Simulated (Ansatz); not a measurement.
This geometry of CH4BO (7 atoms, charge 0, multiplicity 2) is a first-order saddle point.

Level of theory: UKS PBE0-D4/cc-pVDZ (Ansatz).

```xyz
7
Properties=species:S:1:pos:R:3
B -1.220 -1.145 -0.175
O -0.555 -0.375 0.679
C 0.507 0.494 0.275
H -1.014 -1.204 -1.373
H 0.142 1.239 -0.447
H 0.876 1.007 1.173
H 1.326 -0.084 -0.177
```

(1) Which two structures does it join? (They come from a converged band through this point; their orientation in space is the band's.)

(2) How far does it lie above each of them?

Answers

(1) No bond is made or broken. The dihedral B1–O2–C3–H5 goes from 0 to 121°. The two ends are copies of one structure, up to a mirror image or an exchange of like atoms.

Image 0:

```xyz
7
Properties=species:S:1:pos:R:3
B -1.328 -1.023 -0.168
O -0.276 -0.704 0.576
C 0.642 0.336 0.244
H -1.634 -0.474 -1.212
H 0.362 0.829 -0.700
H 0.648 1.070 1.062
H 1.647 -0.102 0.151
```

Image 8:

```xyz
7
Properties=species:S:1:pos:R:3
B -1.109 -1.267 -0.095
O -0.857 -0.054 0.381
C 0.362 0.650 0.150
H -0.341 -1.920 -0.778
H 0.128 1.596 -0.357
H 0.826 0.871 1.122
H 1.053 0.056 -0.468
```

(2) 0.9 kcal/mol above the first and 0.9 kcal/mol above the second. This is the barrier of this one path; another mechanism may lie lower.

The run took 86 s on 1 thread of Arm Neoverse V2, on a shared host, peak memory 0.13 GiB.
